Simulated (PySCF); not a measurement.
Working with the constants of SF

UHF-CCSD(T) constants of SF, ²Π (doublet), unpaired electrons π ↑ (basis S def2-SVPD, F def2-SVPD; no relativity; PySCF 2.14; masses 31.9721 and 18.9984 u):

```
ωe              : 795.1 cm⁻¹
ωexe            : 4.5 cm⁻¹
Be              : 0.51807 cm⁻¹
αe              : 0.00441 cm⁻¹
D (centrifugal) : 8.8e-07 cm⁻¹
De to S + F     : 3.10 eV
```

**Question.** Give the vibrational terms G(v) and spacings up to v = 3.

**Answer.** G(v) = ωe(v+½) − ωexe(v+½)².

```
v  G(v) (cm⁻¹)  G(v) − G(v−1)  Bv (cm⁻¹)
0          396                    0.5159
1         1183            786     0.5115
2         1960            777     0.5070
3         2728            768     0.5026
```

**Question.** How well does the Morse estimate ωe²/(4ωexe) reproduce De, and what is D0?

**Answer.** It gives 4.35 eV, 140 % of the computed De. D0 = De − G(0) = 3.10 − 0.05 = 3.05 eV.

Correlated steps freeze 6 core orbitals. Correlated levels converge slowly with the basis: in double zeta they bind strong bonds too weakly, by up to about 1 eV, and carry superposition errors of some tenths. The state was picked by a PBE0 search and need not be the measured ground state.
